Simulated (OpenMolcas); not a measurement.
# One shape, several levels: triplet SiH3Cl

Wanted: a comparison of 6 runs (UHF/STO-3G, UHF/3-21G, U-r2SCAN/aug-cc-pVDZ, UB3LYP/aug-cc-pVDZ, ROMP2/aug-cc-pVDZ, ROCCSD(T)/aug-cc-pVDZ) of triplet SiH3Cl. 

The results are computed with OpenMolcas 26.06.

### Step 1. Starting point

SiH3Cl has 5 atoms, charge 0, and is taken as a triplet. SMILES of the parent species: `[SiH3]Cl`. The shape is that of a PBE0-D4/def2-TZVP optimisation. That shape belongs to the parent species and isn't relaxed for this state.

Bond lengths: Si1–Cl2 2.054 Å, Si1–H3 1.481 Å, Si1–H4 1.481 Å, Si1–H5 1.481 Å. Angles: Cl2–Si1–H3 108.5°, Cl2–Si1–H4 108.5°, Cl2–Si1–H5 108.5°, H3–Si1–H4 110.4°, H3–Si1–H5 110.4°, H4–Si1–H5 110.4°.

### Step 2. A single-point energy at UHF/STO-3G (run 1)

File test.inp:

```
* ClH3Si Hartree-Fock

&GATEWAY
 BASLIB=$CurrDir
 COORD
 5
 angstrom
 Si      -0.112000       0.018600      -0.030900
 Cl       1.838300      -0.513500       0.329900
 H       -0.950900      -0.488300       1.079100
 H       -0.534700      -0.585700      -1.314900
 H       -0.190800       1.495400      -0.104700
 BASIS=STO-3G
 GROUP=NoSym

&SEWARD

&SCF
 UHF
 SPIN=3
 THRESHOLDS=1e-10 1e-07 1e-07 1e-05
 PRORBITALS=1 1
```

The basis set STO-3G is read from a file made from the Basis Set Exchange's data (not shown).

Run with:

```sh
$ export MOLCAS_MEM=1860
$ pymolcas test.inp > test.log
```

Output:

```text
--- Start Module: gateway ---
[...]
--- Stop Module: gateway /rc=_RC_ALL_IS_WELL_ ---
--- Start Module: seward ---
[...]
      Basis functions           21
--- Stop Module: seward /rc=_RC_ALL_IS_WELL_ ---
--- Start Module: scf ---
[...]
       Convergence after  89 Iterations
[...]
::    Total SCF energy                               -741.6205240380
[...]
      Total spin, S                                     1.0005544632
[...]
      Total electronic charge=   34.000000
      Total            charge=   -0.000000
[...]
      Dipole Moment (debye):
      Origin of the operator (angstrom)=    0.9013   -0.2579    0.1566
                   X=  1.7094E+00               Y= -5.1426E-01               Z=  4.0004E-01           Total=  1.8293E+00
      Quadrupole Moment (debye*angstrom):
[...]
--- Stop Module: scf /rc=_RC_ALL_IS_WELL_ ---
[...]
```

It took 2.4 s on 1 thread of Intel Xeon 6975P-C (Granite Rapids), shared host; peak memory 0.37 GiB.

### Step 3. The energy at UHF/3-21G (run 2)

File mol.input:

```
&GATEWAY
BASLIB=$CurrDir
COORD
5
angstrom
Si      -0.112000       0.018600      -0.030900
Cl       1.838300      -0.513500       0.329900
H       -0.950900      -0.488300       1.079100
H       -0.534700      -0.585700      -1.314900
H       -0.190800       1.495400      -0.104700
BASIS=3-21G
GROUP=NoSym
&SEWARD
&SCF
UHF
SPIN=3
THRESHOLDS=1e-10 1e-07 1e-07 1e-05
PRORBITALS=1 1
```

The basis set 3-21G is read from a file made from the Basis Set Exchange's data (not shown).

Run with:

```sh
$ export MOLCAS_MEM=1860
$ pymolcas mol.input > mol.log
```

Output:

```text
--- Start Module: gateway ---
[...]
--- Stop Module: gateway /rc=_RC_ALL_IS_WELL_ ---
--- Start Module: seward ---
[...]
      Basis functions           32
--- Stop Module: seward /rc=_RC_ALL_IS_WELL_ ---
--- Start Module: scf ---
[...]
       Convergence after  91 Iterations
[...]
::    Total SCF energy                               -746.1803410461
[...]
      Total spin, S                                     1.0024413569
[...]
      Total electronic charge=   34.000000
      Total            charge=   -0.000000
[...]
      Dipole Moment (debye):
      Origin of the operator (angstrom)=    0.9013   -0.2579    0.1566
                   X=  2.7504E+00               Y= -8.4455E-01               Z=  6.7093E-01           Total=  2.9544E+00
      Quadrupole Moment (debye*angstrom):
[...]
--- Stop Module: scf /rc=_RC_ALL_IS_WELL_ ---
[...]
```

Wall time 2.8 s (1 thread of Intel Xeon 6975P-C (Granite Rapids), shared host); peak memory 0.37 GiB.

Runs 3 to 5 aren't shown in full; the table further down has their settings and results.

### Step 4. A single-point energy at ROCCSD(T)/aug-cc-pVDZ (run 6)

File geom.xyz:

```xyz
5

Si    -0.112000     0.018600    -0.030900
Cl     1.838300    -0.513500     0.329900
H     -0.950900    -0.488300     1.079100
H     -0.534700    -0.585700    -1.314900
H     -0.190800     1.495400    -0.104700
```

File calc.inp:

```
&GATEWAY
 BASLIB = $CurrDir
 COORD = geom.xyz
 BASIS = aug-cc-pVDZ
 GROUP = NoSym

&SEWARD

&SCF
 UHF
 SPIN = 3
 THRESHOLDS = 1e-10 1e-07 1e-07 1e-05
 PRORBITALS = 0

&RASSCF
 FILEORB = $Project.UnaOrb
 SPIN = 3
 NACTEL = 2 0 0
 INACTIVE = 16
 RAS2 = 2
 OUTORBITALS = Canonical
 ORBLISTING = Nothing

&MOTRA
 JOBIPH
 FROZEN = 10

&CCSDT
 CCT
 TRIPLES = 3
 ITERATIONS = 80
 ACCURACY = 1e-08
 EXTRAPOLATION = 5 4
```

The basis set aug-cc-pVDZ is read from a file made from the Basis Set Exchange's data (not shown).

Run with:

```sh
$ export MOLCAS_MEM=1860
$ pymolcas calc.inp > calc.log
```

Output:

```text
--- Start Module: gateway ---
[...]
--- Stop Module: gateway /rc=_RC_ALL_IS_WELL_ ---
[...]
      Basis functions           81
[...]
       Convergence after 110 Iterations
[...]
::    Total SCF energy                               -749.9499935911
[...]
      Total spin, S                                     1.0041705901
[...]
      Number of active orbitals                  2
[...]
      Spin quantum number                      1.0
[...]
      Active orbitals                            2
[...]
      Number of CSFs                             1
[...]
      Number of root(s) required                 1
[...]
      Convergence after 18 iterations
[...]
      printout of CI-coefficients larger than  0.05 for root  1
      energy=    -749.944343
      conf/sym  11     Coeff  Weight
             1  uu   1.00000 1.00000
      Natural orbitals and occupation numbers for root  1
      sym 1:   1.000000   1.000000
      ************************************************************************************************************************
      *                                                    Final results                                                     *
[...]
::    RASSCF root number  1 Total energy:   -749.94434304
[...]
      Total electronic charge=   34.000000
      Total            charge=   -0.000000
[...]
      Dipole Moment (debye):
      Origin of the operator (angstrom)=    0.9013   -0.2579    0.1566
                   X=  2.0727E+00               Y= -6.3031E-01               Z=  4.9523E-01           Total=  2.2223E+00
      Quadrupole Moment (debye*angstrom):
[...]
--- Start Module: motra ---
[...]
      *** WARNING: Default frozen orbitals is overwritten by user input.
      *** Default values:   7
[...]
--- Stop Module: motra /rc=_RC_ALL_IS_WELL_ ---
--- Start Module: ccsdt ---
[...]
      Convergence after                    24  Iterations
      Total energy (diff) :    -750.24478210      -0.00000001
[...]
 METHOD                       : CCSD+T(CCSD)+<T3(1)WT1>+<T3(1)UT2> = CCSD(T)
[...]
       CCSD     =      -750.2447821024442
[...]
--- Stop Module: ccsdt /rc=_RC_ALL_IS_WELL_ ---
[...]
```

Run time: 39 s. Hardware: 1 thread of Intel Xeon 6975P-C (Granite Rapids), shared host; peak memory 0.45 GiB.

### Step 5. The series

```csv
run,level,integration grid,frozen core orbitals,energy (Eh),dipole moment (D),HOMO energy (eV),⟨S²⟩,wall time
1,UHF/STO-3G,–,–,-741.620524,1.83,-0.36,2.002,2.4 s
2,UHF/3-21G,–,–,-746.180341,2.95,-4.17,2.007,2.8 s
3,U-r2SCAN/aug-cc-pVDZ,UltraFine,–,-751.222361,1.24,-2.09,2.005,69 s
4,UB3LYP/aug-cc-pVDZ,UltraFine,–,-751.317777,0.98,-2.51,2.005,58 s
5,ROMP2/aug-cc-pVDZ,–,10,-750.210550,–,–,–,26 s
6,ROCCSD(T)/aug-cc-pVDZ,–,10,-750.255427,–,–,–,39 s
```

### Step 6. What came out

| quantity | value |
| --- | --- |
| run 6: total energy | -750.25543 Eh |
| run 6: (T) correction | -10.64 mEh |

**Reading.** Over runs 1, 2, 3, 4 the dipole moment (its size) runs from 0.98 D (UB3LYP/aug-cc-pVDZ) to 2.95 D (UHF/3-21G). The two ends differ in method and basis. Totals of different functionals can't be ranked against each other. In run 1 the basis is minimal, so the values are rough. All runs together took 3.3 min, the longest 69 s.
